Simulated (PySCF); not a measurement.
## AsH$_{2}$⁺, triplet: reading a ladder of total energies

Geometry: that of the AsH2⁺, singlet, kept fixed. The singlet lies 1.4 eV lower here.

```csv
atom,x (Å),y (Å),z (Å)
As,0.0000,-0.0281,0.0000
H,0.0000,1.0446,-1.0909
H,0.0000,1.0446,1.0909
```

Basis cc-pVDZ; PySCF 2.14.0. Only valence electrons are correlated (noble-gas cores and the filled d shells of p-block atoms frozen), which leaves 6 electrons in 23 orbitals. Prefix R: restricted or restricted open-shell reference. No spin–orbit coupling is included, and no scalar relativity.

Full CI is exact within this basis and frozen core; it isn't the basis-set limit.

RCCSD has a T1 diagnostic of 0.019 and a largest doubles amplitude of 0.06.

```json
{"level": "RHF", "total energy (hartree)": "-2234.946771"}
{"level": "RMP2", "total energy (hartree)": "-2235.024878"}
{"level": "RCCSD", "total energy (hartree)": "-2235.046999"}
{"level": "RCCSD(T)", "total energy (hartree)": "-2235.049170"}
{"level": "RCCSDT", "total energy (hartree)": "-2235.049798"}
{"level": "full CI", "total energy (hartree)": "-2235.049844"}
```

Problem. What is the correlation energy at full CI, and what share of it do RMP2 and RCCSD(T) recover?

Solution. E(corr) = -2235.049844 − (-2234.946771) = -0.103073 hartree = -2.805 eV. RMP2: -0.078107 / -0.103073 = 75.78 %. RCCSD(T): -0.102399 / -0.103073 = 99.35 %.

Problem. By how many kcal/mol does RCCSD(T) miss full CI (1 hartree = 627.509 kcal/mol), and which steps make up the rest?

Solution. -2235.049170 − (-2235.049844) = 0.000674 hartree = 0.42 kcal/mol. Steps: RCCSDT − RCCSD(T) = -0.39, full CI − RCCSDT = -0.03 kcal/mol. That is within 1 kcal/mol of the reference in this basis, which itself misses far more of the correlation at the basis-set limit.
